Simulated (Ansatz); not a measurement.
Relaxation of C3H5O (9 atoms, charge 0, multiplicity 2), to a largest force component of 0.03 eV/Å in at most 50 steps.

Computed with UKS PBE0-D4/def2-SVP (Ansatz 0.2.0).

```xyz
9
Properties=species:S:1:pos:R:3:forces:R:3
C 0.166 -1.367 1.165 -0.16 -0.11 0.13
C -0.994 -1.526 1.476 0.06 0.02 -0.02
O 1.037 0.036 -1.002 -0.03 0.18 -0.11
C 0.296 1.170 -1.023 -0.01 -0.03 0.05
H 1.192 -1.219 0.874 -0.05 0.01 0.02
H -2.026 -1.672 1.748 0.10 0.02 -0.01
H 0.308 1.747 -0.071 0.00 -0.07 -0.11
H 0.771 1.819 -1.798 -0.03 -0.02 0.04
H -0.750 1.011 -1.369 0.12 0.01 0.03
```

Where does it end, and by what steps?

The run converged. After 18 steps the energy has fallen by 0.115 eV; H6 moved furthest, 1.03 Å.

```tsv
step	energy less start (eV)	largest force component (eV/Å)	accepted
0	0.0000	0.177	yes
1	-0.0173	0.167	yes
2	-0.0256	0.218	yes
3	-0.0382	0.465	yes
4	-0.0351	0.772	no
5	-0.0650	0.219	yes
6	-0.0804	0.226	yes
7	-0.0984	0.161	yes
8	-0.1010	0.480	yes
9	-0.0948	0.914	no
10	-0.1093	0.051	yes
11	-0.1106	0.043	yes
12	-0.1116	0.090	yes
13	-0.1125	0.087	yes
14	-0.1133	0.089	yes
15	-0.1140	0.076	yes
16	-0.1144	0.073	yes
17	-0.1146	0.045	yes
18	-0.1147	0.017	yes
```

```xyz
9
Properties=species:S:1:pos:R:3
C -0.250 -1.368 1.081
C -1.045 -1.720 1.923
O 1.360 0.218 -1.133
C 0.515 1.272 -1.166
H 0.451 -1.040 0.324
H -1.747 -2.038 2.672
H -0.130 1.369 -0.269
H 1.019 2.230 -1.410
H -0.174 1.076 -2.022
```

Time of the run: 20 s on 2 threads of AMD EPYC 9R45 96-Core Processor (Zen 5) (shared host), peak memory 0.21 GiB.
